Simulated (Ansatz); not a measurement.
# Si2F+ (quintet): wave-function methods side by side, cc-pVDZ

The task here is to estimate one member of a computed series from the others.

Computed with Ansatz 0.2.0, Gaussian basis. Level: cc-pVDZ, core rule «outside noble gas», up to 11 orbitals frozen.

The runs, in order: UHF; CCSD(T) on ROHF; CCSD(T) on UHF; BCCD(T) on ROHF; CISD; CCSDT(Q) on ROHF; CCSDT(Q) on UHF.

31 further runs of the same task are left out: 10 for a known fault of the program, 10 that didn't finish, 11 set aside as unsound or not needed.

## The system

The geometry is a PBE0/def2-TZVP stationary point (not a proven minimum) of the parent state, kept for this charge and spin.

3 atoms, charge 1, spin multiplicity 5.

Atoms are counted from 1 here; the program's logs count them from 0.

Bond lengths: F1–Si2 1.608 Å, Si2–Si3 2.332 Å. Angles: F1–Si2–Si3 112.2°.

The first run:

Input file in.yaml:

```yaml
crystal:
  periodic: [false, false, false]
  atoms:
    - {symbol: F, position_ang: [0.000000, -0.606197, 1.621189]}
    - {symbol: Si, position_ang: [0.000000, 0.594494, 0.550881]}
    - {symbol: Si, position_ang: [0.000000, -0.184433, -1.647532]}
basis:
  gaussian: {orbitals: cc-pVDZ}
total_charge: 1
magnetization: {spin_polarized: true, initial_magnetization: 4}
hamiltonian: {xc: hf}
output: {orbitals: {seedname: orbitals}}
```

Run with:

```console
$ ansatz run in.yaml --threads 1 --pin off --events-out ev --progress --plain --max-ram 2393MiB
```

Steps of the session up to this table: UHF; CCSD(T) on ROHF; CCSD(T) on UHF; BCCD(T) on ROHF; CISD; CCSDT(Q) on ROHF; CCSDT(Q) on UHF.

One table of the session follows, with a row left open; its other results are not shown here.

| method | from UCCSDT(Q) (kcal/mol) |
| --- | --- |
| ROHF | +200.95 |
| UHF | +199.72 |
| RMP2 | +21.57 |
| UMP2 | +22.16 |
| CISD | +24.00 |
| RCCSD | +7.85 |
| UCCSD | +7.88 |
| RCCSD(T) | ? |
| UCCSD(T) | +1.82 |
| BCCD(T) | +1.61 |
| RCCSDT | +0.64 |
| UCCSDT | +0.64 |
| RCCSDT(Q) | +0.15 |
| UCCSDT(Q) | 0 |

Q: Estimate the row for RCCSD(T) from the others.

The run gave: from UCCSDT(Q) (kcal/mol): +1.78. In the column «from UCCSDT(Q) (kcal/mol)» it lies between BCCD(T) (+1.61) and UCCSD(T) (+1.82).

Caveats from the session: Restricted and unrestricted rows rest on different reference determinants; where their highest levels disagree by more than a few hundredths of an eV, they describe different states and don't form one ladder.
